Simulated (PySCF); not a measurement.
Species: C3H4F2.
Geometry (GFN2-xTB, Å), atoms numbered from 1 in this order:
```
atom  x, y, z in Å
C1     1.3739    0.1671    0.2283
C2     0.0901    0.3659    0.4537
C3    -1.0054   -0.3148   -0.3120
F4    -1.8925    0.5976   -0.7919
F5    -0.5420   -0.9957   -1.3857
H6     1.7130   -0.5101   -0.5376
H7     2.1303    0.6733    0.8016
H8    -0.2750    1.0474    1.2078
H9    -1.5788   -1.0249    0.3105
```

Computed, not measured: TDDFT CAM-B3LYP/def2-SVPD, vertical, gas phase, core orbitals frozen in the response (PySCF 2.14.0, density-fitted response routines).

Computed states:

```json
{"state": "S1", "E (eV)": "7.67", "f": "0.346"}
{"state": "S2", "E (eV)": "7.90", "f": "0.048"}
{"state": "S3", "E (eV)": "8.08", "f": "0.064"}
{"state": "S4", "E (eV)": "8.79", "f": "0.0046"}
{"state": "S5", "E (eV)": "9.03", "f": "0.0032"}
{"state": "S6", "E (eV)": "9.22", "f": "0.0047"}
{"state": "S7", "E (eV)": "9.65", "f": "0.026"}
{"state": "S8", "E (eV)": "9.87", "f": "0.011"}
```

Broadening: Gaussians 0.25 eV wide at half height, area fixed by f = 4.319×10⁻⁹ ∫ε dν̃. The width is an assumption, not a result. The curve ends short of the highest state used, and states not computed would add to its high-energy end.

**Question.** Give the broadened spectrum and its maxima.

**Answer.** 
E (eV), ε (L mol⁻¹ cm⁻¹) and a bar:
```
     7.30         76 
     7.38        812 #
     7.47       5917 #####
     7.56      21034 ##################
     7.64      35681 ##############################
     7.73      33769 ############################
     7.81      20107 #################
     7.90      10590 #########
     7.98       8910 #######
     8.07       8390 #######
     8.16       5537 #####
     8.24       2309 ##
     8.33        451 
     8.41         59 
     8.50         14 
     8.58         65 
     8.67        251 
     8.75        464 
     8.84        522 
     8.93        456 
     9.01        479 
     9.10        560 
     9.18        604 
     9.27        477
```

Maxima: 161 nm (7.68 eV), ε about 38000, made up of S1 (99%); 141 nm (8.81 eV), ε about 530, made up of S4 (91%); 135 nm (9.17 eV), ε about 600, made up of S5 (22%) and S6 (78%) (ε in L mol⁻¹ cm⁻¹; maxima over ε = 5, shares over 10%).

**Question.** What would ε be at 7.68 eV, the highest of these maxima, with half the width (0.125 eV)?

**Answer.** About 74000 L mol⁻¹ cm⁻¹ against 37800, a factor of about 1.96; a lone state at its own centre would give exactly 2.

One conformer stands for the species.
